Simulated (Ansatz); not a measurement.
The input, for Ansatz 0.2.0:

```yaml
crystal:
  periodic: [false, false, false]
  atoms:
    - {symbol: Si, position_ang: [0.000000, -0.042283, 1.106932]}
    - {symbol: Si, position_ang: [0.000000, 0.087730, -1.206301]}
    - {symbol: H, position_ang: [1.209065, -0.747364, 1.613865]}
    - {symbol: H, position_ang: [0.000001, 1.352573, 1.617487]}
    - {symbol: H, position_ang: [-1.209066, -0.747363, 1.613865]}
    - {symbol: H, position_ang: [-0.000001, -1.124200, -2.076363]}
basis:
  gaussian: {orbitals: STO-3G}
total_charge: 1
magnetization: {spin_polarized: false, initial_magnetization: 3}
correlation: {method: fic_nevpt4_sd, electrons: outside_noble_gas, active_space: {window: {electrons: 11, orbitals: 7}}}
accuracy: high
```

```sh
$ ansatz run in.yaml --threads 1 --pin off --events-out ev --progress --plain --max-ram 2393MiB
```

The program prints:

```
386 factors; integrals over basis functions are off by at most 7.6e-9 eV
mean field evaluation 1: about -15595.2807 eV, gradient 7.7e0 eV
mean field evaluation 2: about -15595.2870 eV, gradient 7.6e0 eV
mean field evaluation 4: about -15595.9818 eV, gradient 7.5e-1 eV
mean field evaluation 8: about -15596.0095 eV, gradient 1.3e-3 eV
mean field -15596.00885193 eV, -573.1427539538 hartree, gradient 3.1e-8 eV, S^2 3.750000; 0 other end points of the search recorded, 0 dependent functions left out
reference -15596.00885193 eV, -573.1427539538 hartree; 17, 14 occupied and 5, 8 virtual orbitals, 386 factors
state -15596.01144877 eV, -573.1428493860 hartree
state -15596.01144877 eV, -573.1428493860 hartree; corrected -15598.25739762 eV, -573.2253864840 hartree
Total energy: -15598.25739762 eV, -573.2253864840 hartree
```

Natural occupations: 2.0000 2.0000 1.9999 1.9999 1.0001 1.0001 1.0000.

Ran on 1 thread of Arm Neoverse V1, shared host: 0.66 s wall, 0.2 GiB peak host memory.
